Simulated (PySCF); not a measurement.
Reaction (SMILES): FOF + H+ → [OH+](F)F
B3LYP-D3(BJ)/def2-TZVP geometries, fixed; electronic energies without zero-point terms; positive where energy is released.

Effect of the grid level at M06-2X/def2-SVP with PySCF, against the last row, where the proton affinity is 110.31 kcal/mol. The proton sits at the site shown, which need not be the one that binds it best. Cost is core time over that of grids.level: 2, rough, on shared machines of one kind; a dash marks a row that isn't timed (too short, read off another run, short of memory, by another algorithm or on other hardware).

```json
[
 {"setting": "grids.level: 0", "grid points, largest species": "3880", "largest shift of a total energy (mEh)": "179.141", "shift of the proton affinity (kcal/mol)": "0.170", "cost": "-"},
 {"setting": "grids.level: 1", "grid points, largest species": "18256", "largest shift of a total energy (mEh)": "0.559", "shift of the proton affinity (kcal/mol)": "-0.242", "cost": "0.5×"},
 {"setting": "grids.level: 2", "grid points, largest species": "39792", "largest shift of a total energy (mEh)": "0.105", "shift of the proton affinity (kcal/mol)": "-0.107", "cost": "1×"},
 {"setting": "grids.level: 3", "grid points, largest species": "52416", "largest shift of a total energy (mEh)": "0.100", "shift of the proton affinity (kcal/mol)": "-0.107", "cost": "1×"},
 {"setting": "grids.level: 4", "grid points, largest species": "101640", "largest shift of a total energy (mEh)": "-0.017", "shift of the proton affinity (kcal/mol)": "0.002", "cost": "2×"},
 {"setting": "grids.level: 5", "grid points, largest species": "154280", "largest shift of a total energy (mEh)": "-0.003", "shift of the proton affinity (kcal/mol)": "-0.002", "cost": "2×"},
 {"setting": "grids.level: 7", "grid points, largest species": "314888", "largest shift of a total energy (mEh)": "0.000", "shift of the proton affinity (kcal/mol)": "0.000", "cost": "4×"}
]
```

Within 0.1 kcal/mol in the proton affinity: grids.level: 4; grids.level: 5. The largest shift is 179.141 mEh in a total energy and 0.242 kcal/mol in the difference.
